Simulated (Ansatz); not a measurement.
Elastic constant C12 (GPa) of solids drawn from the class of elemental solids other than molecular ones, at two levels: PBE (plane waves, PAW; Ansatz, an electronic-structure program), and PBEsol (Ansatz, plane waves, PAW).

```json
[
 {"solid": "hcp Tc", "PBE": "219", "PBEsol": "240", "shift (%)": "+9.6"},
 {"solid": "fcc Ni", "PBE": "157", "PBEsol": "184", "shift (%)": "+17.2"},
 {"solid": "hcp Ti", "PBE": "82.7", "PBEsol": "89.4", "shift (%)": "+8.1"},
 {"solid": "bcc Cs", "PBE": "1.85", "PBEsol": "1.92", "shift (%)": "+3.8"},
 {"solid": "fcc Pd", "PBE": "152", "PBEsol": "184", "shift (%)": "+21"},
 {"solid": "fcc Rh", "PBE": "179", "PBEsol": "208", "shift (%)": "+16.2"},
 {"solid": "hcp Hf", "PBE": "69.5", "PBEsol": "73.1", "shift (%)": "+5.2"},
 {"solid": "fcc Pt", "PBE": "219", "PBEsol": "252", "shift (%)": "+15.1"},
 {"solid": "fcc Ag", "PBE": "81.0", "PBEsol": "105", "shift (%)": "+30"},
 {"solid": "fcc Al", "PBE": "64.6", "PBEsol": "67.9", "shift (%)": "+5.1"}
]
```

The shifts run from +3.8 % to +30 %, with a median of +12.3 %.

Over all 10 rows PBEsol is the larger in 10.

Ansatz's runs of these crystals have no spin polarisation, but for fcc Ni.

Density-functional runs with spin start from parallel moments for fcc Ni.

Spin–orbit coupling is left out, also for the solids with elements from indium on (bcc Cs, hcp Hf, fcc Pt); its size isn't shown.

Each level is taken at its own relaxed cell. Ansatz's density-functional and Hartree–Fock values are scalar-relativistic unless marked +SOC, with PAW data made under PBE.
